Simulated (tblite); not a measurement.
Species: C4H5F.
Atom-mapped SMILES: `[CH3:1][CH:2]=[C:3]=[CH:4][F:5]` (hydrogens: H6, H7, H8 on C1; H9 on C2; H10 on C4)

Geometry (GFN2-xTB, Å), atoms numbered from 1 in this order:
```xyz
10
C4H5F angstrom
C     -1.3946    0.0597    0.8005
C     -0.5627    0.3129   -0.4168
C      0.6874   -0.0132   -0.5352
C      1.9356   -0.3469   -0.6357
F      2.9452    0.4867   -0.2857
H     -1.7897    1.0024    1.1767
H     -0.8090   -0.4179    1.5809
H     -2.2395   -0.5789    0.5454
H     -1.0718    0.7912   -1.2454
H      2.3080   -1.2915   -1.0073
```

Structure optimised with GFN2-xTB, isolated species.

Masses are those of the commonest isotopes; rigid-rotor values at the optimised geometry. 

Question: What are A, B and C (MHz)?

Answer: Ia = 25.33, Ib = 224.94, Ic = 232.14 u·Å²; 505379 MHz·u·Å²/I gives A = 19956, B = 2247, C = 2177 MHz.

Question: What kind of rotor is it?

Answer: A near-prolate asymmetric top; Ray's κ = -0.992.

Question: Is it planar, by Δ = Ic − Ia − Ib?

Answer: Not planar: Δ = Ic − Ia − Ib = -18.12 u·Å². For a rigid frame Δ = −2 Σ m c², so Σ m c² = 9.06 u·Å² lies off the ab plane: 4.41 from hydrogen and 4.65 from heavier atoms. The atom farthest from that plane is 1.21 Å away.

Question: List the rotational levels J(Ka,Kc) to J = 3 (cm⁻¹).

Answer: Above 0(0,0):
J = 1: 1(0,1) 0.1476, 1(1,1) 0.7383, 1(1,0) 0.7406
J = 2: 2(0,2) 0.4427, 2(1,2) 1.0311, 2(1,1) 1.0380, 2(2,1) 2.8102, 2(2,0) 2.8102
J = 3: 3(0,3) 0.8853, 3(1,3) 1.4703, 3(1,2) 1.4842, 3(2,2) 3.2528, 3(2,1) 3.2529, 3(3,1) 6.2122, 3(3,0) 6.2122
Those of J = 1 are B + C, A + C and A + B.

Question: Estimate the classical rotational partition function at 100 K, 298.15 K and 500 K.

Answer: Point group C1, symmetry number σ = 1; q = (√π/σ)·√((kT/h)³/(ABC)), k/h = 20836.6 MHz/K: 17100 at 100 K, 87800 at 298.15 K, 191000 at 500 K.

Its GFN2-xTB frequencies are all real (lowest 127 cm⁻¹). These are rigid-rotor constants of the computed structure; measured ground-state constants (B0) also hold zero-point vibration.
